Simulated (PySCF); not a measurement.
# One molecule, many functionals

Lithium fluoride, LiF.
SMILES: `[Li][F]`

Linear-response calculations in the def2-SVPD basis (PySCF; singlets by full response, triplets Tamm–Dancoff, core orbitals frozen in the response; HF means time-dependent Hartree–Fock). 'Strongest' is the level of largest summed f among the singlets computed (10 roots, of which the last may lack a degenerate partner); it can jump between rows when another state enters that window. S1 is the lowest singlet of each run and needn't be the same state throughout; f(S1) is that of one state. Geometry: PBE0-D3(BJ)/def2-SVP; no solvent, vibrations or thermal averaging.

| functional | kind | S1 (eV) | f(S1) | strongest (eV) | T1 (eV) | HOMO (eV) | gap (eV) | ionisation energy, ΔSCF (eV) |
| --- | --- | --- | --- | --- | --- | --- | --- | --- |
| LDA | LDA | 5.08 | 0.021 | 7.36 | 5.09 | -6.47 | 5.15 | 12.52 |
| PBE | GGA | 4.74 | 0.019 | 7.11 | 4.68 | -6.26 | 4.78 | 12.03 |
| B3LYP | global hybrid, 20% exact exchange | 5.53 | 0.020 | 7.88 | 5.52 | -7.87 | 6.55 | 11.96 |
| PBE0 | global hybrid, 25% exact exchange | 5.85 | 0.022 | 8.12 | 5.78 | -8.09 | 7.10 | 11.72 |
| BHandHLYP | global hybrid, 50% exact exchange | 6.73 | 0.024 | 9.02 | 6.70 | -10.02 | 9.17 | 11.44 |
| CAM-B3LYP | range-separated hybrid | 5.97 | 0.025 | 5.97 | 5.95 | -9.76 | 9.02 | 11.98 |
| wB97X-D | range-separated hybrid | 6.06 | 0.022 | 6.06 | 6.02 | -10.04 | 10.01 | 11.80 |
| LC-wPBE | range-separated hybrid | 6.40 | 0.029 | 6.40 | 6.30 | -11.04 | 10.88 | 11.97 |
| HF | Hartree–Fock | 8.47 | 0.032 | 8.47 | 8.33 | -13.14 | 13.01 | not settled |

S1 runs from 4.74 eV (PBE) to 8.47 eV (HF), a spread of 3.74 eV, while the orbital gap spreads over 8.2 eV. Along PBE (0%), B3LYP (20%), PBE0 (25%), BHandHLYP (50%), HF (100%) S1 rises with the share of exact exchange. −ε(HOMO) comes closest to its own ΔSCF ionisation energy with LC-wPBE (-0.93 eV) and misses most with LDA (-6.05 eV). 'Not settled' means that the ion's SCF failed to converge or may have ended in another state than the lowest.
